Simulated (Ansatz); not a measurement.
Basis-set extrapolation for BH₅OSi, SMILES `OB[SiH3]` (PBE0-D4/def2-TZVP geometry, frozen core, Ansatz 0.2.0). Multiplicity 1, RHF reference.

```
                      def2-TZVPP   def2-QZVPP
                 HF  -391.471089  -391.485077
    MP2 correlation    -0.471267    -0.506539
CCSD(T) correlation    -0.526699      not run
```

Energies in hartree. Use E(X) = E(∞) + A·exp(−7.88·√X) for Hartree–Fock and E(X) = E(∞) + B·X^(−2.97) for correlation, with X = 3 and 4, and add CCSD(T) minus MP2 of the smaller set to the MP2 limit.

Q: What is the CCSD(T) energy at the basis-set limit?

A: HF limit: -391.485077 + (-0.013988) × 0.13774 = -391.48700. MP2 limit: -0.506539 + (-0.035272) × 0.74074 = -0.53267. Higher-order term: -0.526699 − (-0.471267) = -0.05543. Total: -392.07510 hartree, 203.0 kJ/mol below CCSD(T)/def2-TZVPP.
